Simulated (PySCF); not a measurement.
# Stretching SO

Set-up: basis S x2c-TZVPPall, O x2c-TZVPPall; spin-free X2C with a Gaussian nucleus; PySCF 2.14. Energies in eV from S + O in their ground configurations at the same level. State: ³Σ⁻ (triplet), unpaired electrons π ↑↑.

All columns are PBE0. A positive dipole means S(−)O(+).

```
R (Å)  E (eV)  μ (D)  Mulliken charge on S (basis-dependent)  HOMO (eV)  LUMO (eV)  Mayer bond order  ⟨S²⟩
1.276  -3.661  -0.97                                    0.18      -6.60      -2.14              1.98  2.01
1.336  -4.668  -1.19                                    0.22      -6.89      -2.44              1.97  2.01
1.395  -5.217  -1.38                                    0.25      -7.18      -2.73              1.96  2.01
1.440  -5.408  -1.50                                    0.26      -7.38      -2.95              1.95  2.01
1.484  -5.457  -1.59                                    0.27      -7.58      -3.15              1.95  2.01
1.528  -5.397  -1.68                                    0.27      -7.77      -3.35              1.95  2.01
1.588  -5.190  -1.77                                    0.26      -8.00      -3.60              1.95  2.01
1.662  -4.793  -1.85                                    0.25      -8.27      -3.89              1.96  2.01
1.751  -4.193  -1.91                                    0.23      -8.56      -4.21              1.97  2.01
1.870  -3.299  -1.94                                    0.21      -8.86      -4.59              1.97  2.02
```

A fit through these points gives, at Re = 1.480 Å, μ = -1.59 D and dμ/dR = -2.08 D/Å; the reduced mass is 10.66 u.

Problem. How strong is the fundamental in the double-harmonic approximation, I = 42.26·(dμ/dR)²/μred km/mol?

Solution. I = 42.26·(-2.08)²/10.66 = 17.2 km/mol at PBE0.

The state is the lowest determinant that a PBE0 search found; another state may lie lower at other levels.
